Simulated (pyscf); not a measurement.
## Four-centre exchange: `[OH][Si]([OH])([OH])[F]` + `[OH2]` → `[OH2]` + `[OH][Si]([OH])([OH])[F]`

Gas phase, singlet surface, charge 0. Bonds broken: O1–Si2, O9–H10. Bonds formed: O1–H10, Si2–O9. Structures and frequencies: ωB97X-D3(BJ)/def2-SVP in PySCF.

Transition state (Å):

```xyz
11

O      0.4297     0.8676     0.4539
Si    -1.0427    -0.2567     0.3247
O     -0.2009    -1.3523    -0.6539
O     -2.2266     0.0995    -0.7757
F     -1.2353    -1.2613     1.6145
H      0.8942     1.1475    -0.3451
H      0.2603    -2.0416    -0.1663
H     -2.1581    -0.5087    -1.5218
O     -1.5396     1.1682     1.3695
H     -0.3059     1.4905     1.0258
H     -1.7579     0.9267     2.2774
```

One imaginary mode, 879i cm⁻¹; descent along it reached the two sides named, in the forms told below.

```json
[
 {"bond": "O1–Si2", "change": "breaks", "reactant side (Å)": "1.673", "saddle": "1.857", "product side": "2.053"},
 {"bond": "O9–H10", "change": "breaks", "reactant side (Å)": "0.970", "saddle": "1.321", "product side": "2.106"},
 {"bond": "O1–H10", "change": "forms", "reactant side (Å)": "2.083", "saddle": "1.121", "product side": "0.971"},
 {"bond": "Si2–O9", "change": "forms", "reactant side (Å)": "2.167", "saddle": "1.835", "product side": "1.678"}
]
```

Electronic energies relative to the separated reactants (eV):

| level | barrier | reaction energy | reverse barrier |
|---|---|---|---|
| ωB97X-D3(BJ)/def2-TZVP | 0.97 | 0.00 | 0.97 |
| PBE/def2-TZVP | 0.82 | 0.00 | 0.82 |
| r²SCAN/def2-TZVP | 0.85 | 0.00 | 0.85 |
| B3LYP-D3(BJ)/def2-TZVP | 1.01 | 0.00 | 1.01 |
| PBE0-D3(BJ)/def2-TZVP | 0.88 | 0.00 | 0.88 |
| M06-2X/def2-TZVP | 0.92 | 0.00 | 0.92 |
| ωB97M-D3(BJ)/def2-TZVP | 0.96 | 0.00 | 0.96 |
| HF/def2-TZVP | 1.78 | 0.00 | 1.78 |

With ωB97M-D3(BJ)/def2-TZVP energies and thermal terms (ideal gas, 1 atm, RRHO with modes under 100 cm⁻¹ raised to 100, one conformer, R ln 2 for chiral ones without a mode under 150 cm⁻¹), in eV:

```
T (K)   ΔH‡   ΔG‡    ΔH    ΔG
-----  ----  ----  ----  ----
298    0.96  1.49  0.00  0.00
600    0.94  2.03  0.00  0.00
900    0.96  2.57  0.00  0.00
1200   0.99  3.11  0.00  0.00
```

On the reactant side the descent ends in an adduct with a O–Si contact, 0.02 eV under the separated species and 0.98 eV under the saddle at ωB97X-D3(BJ)/def2-TZVP. On the product side the descent ends in an adduct with a O–Si contact, 0.17 eV under the separated species and 1.14 eV under the saddle at ωB97X-D3(BJ)/def2-TZVP. What is counted as formed (O–Si) is already present as a longer contact in the reactant adduct; forming that adduct is a step of its own. What is counted as broken (O–Si) persists as a longer contact in the product adduct; parting that adduct is a step of its own. One saddle was located; it need not be the lowest between these sides.
